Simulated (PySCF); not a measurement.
Isomers of C3H6O2S, one conformer each. The calculation used core-valence-separated Tamm–Dancoff BHandHLYP/aug-pcX-1 (pcseg-1 on H, def2-SVPD on S) in PySCF, non-relativistic, gas phase, PBE0-D3(BJ)/def2-SVP geometry. No empirical shift is added; at this level the pattern usually sits a few eV under experiment.

P. `O=S1(=O)CCC1`
Q. `COC(=S)OC`

Main lines, eV (oscillator strength):
1. C K: 285.5 (0.090), 286.8 (0.051), 286.9 (0.052), 287.9 (0.038), 288.0 (0.035); O K: 532.7 (0.020), 532.9 (0.021), 534.8 (0.025), 535.0 (0.016), 535.4 (0.011)
2. C K: 285.5 (0.111), 286.2 (0.012), 286.5 (0.021), 286.6 (0.031), 286.8 (0.046); O K: 532.1 (0.037), 532.2 (0.036), 532.6 (0.027), 532.8 (0.024), 533.0 (0.021)
Listed: the first five lines at most of each edge with a tenth or more of its strongest line's intensity; roots within 0.03 eV on the same or equivalent atoms are summed. Only the lowest roots were sought, and the top ones are left out.

Q: Which spectrum belongs to which isomer?

A: 1 = Q, 2 = P.
- P: first C line listed at 285.5 eV, hole on the sp3 carbon bound to sulfur; first O line listed at 532.1 eV, hole on the sulfonyl oxygen.
- Q: first C line listed at 285.5 eV, hole on the thiocarbonyl carbon (1s→π*); first O line listed at 532.7 eV, hole on the oxygen bonded to 2 C.

Q: What are the ground-state energies of the isomers at BHandHLYP/aug-pcX-1 (pcseg-1 on H, def2-SVPD on S), relative to the lowest?

A: P 183.3, Q 0.0 kJ/mol (electronic energies on these geometries, no dispersion or zero-point terms).
